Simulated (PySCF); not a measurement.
Isomers of C5H9N.

All values: PBE0/def2-SVPD (PySCF) at GFN2-xTB geometries, gas phase, one conformer each. Core orbitals are frozen in the response; Δα² is half the sum of the squared differences of the principal polarisabilities.

Question: Rank by HOMO–LUMO gap, highest first.
A. `[CH2:1]=[CH:2][N:3]=[C:4]([CH3:5])[CH3:6]` with C1–C2–N3–C4 62°
B. `[CH2:1]=[N:2][CH2:3][CH:4]1[CH2:5][CH2:6]1` with C1–N2–C3–C4 119°, N2–C3–C4–C5 -162°
C. `[CH2:1]=[CH:2]/[N:3]=[CH:4]\[CH2:5][CH3:6]` with C1–C2–N3–C4 -61°, N3–C4–C5–C6 -134°
D. `[CH2:1]=[CH:2][C@@H:3]1[NH:4][C@@H:5]1[CH3:6]` with C1–C2–C3–N4 2°

Answer: B (6.97 eV), D (6.68 eV), A (5.96 eV), C (5.81 eV).

Question: Rank by polarisability anisotropy Δα, highest first.
A. `[CH2:1]=[CH:2][C@@H:3]1[NH:4][C@@H:5]1[CH3:6]` with C1–C2–C3–N4 2°
B. `[CH2:1]=[N:2][CH2:3][CH:4]1[CH2:5][CH2:6]1` with C1–N2–C3–C4 119°, N2–C3–C4–C5 -162°
C. `[CH2:1]=[CH:2][N:3]=[C:4]([CH3:5])[CH3:6]` with C1–C2–N3–C4 62°
D. `[CH2:1]=[CH:2]/[N:3]=[CH:4]\[CH2:5][CH3:6]` with C1–C2–N3–C4 -61°, N3–C4–C5–C6 -134°

Answer: C (5.44 Å³), D (5.06 Å³), B (3.33 Å³), A (2.50 Å³).

All values together:

| SMILES | μ (D) | HOMO (eV) | LUMO (eV) | α (Å³) | Δα (Å³) |
| --- | --- | --- | --- | --- | --- |
| C=CN=C(C)C | 1.94 | -6.32 | -0.36 | 10.65 | 5.44 |
| C=NCC1CC1 | 1.31 | -7.22 | -0.25 | 9.85 | 3.33 |
| C=C/N=C\CC | 1.96 | -6.42 | -0.61 | 10.52 | 5.06 |
| C=C[C@@H]1N[C@@H]1C | 1.57 | -6.73 | -0.05 | 9.87 | 2.50 |

Conformers: `[CH2:1]=[CH:2][N:3]=[C:4]([CH3:5])[CH3:6]` with C1–C2–N3–C4 62°; `[CH2:1]=[N:2][CH2:3][CH:4]1[CH2:5][CH2:6]1` with C1–N2–C3–C4 119°, N2–C3–C4–C5 -162°; `[CH2:1]=[CH:2]/[N:3]=[CH:4]\[CH2:5][CH3:6]` with C1–C2–N3–C4 -61°, N3–C4–C5–C6 -134°; `[CH2:1]=[CH:2][C@@H:3]1[NH:4][C@@H:5]1[CH3:6]` with C1–C2–C3–N4 2°.
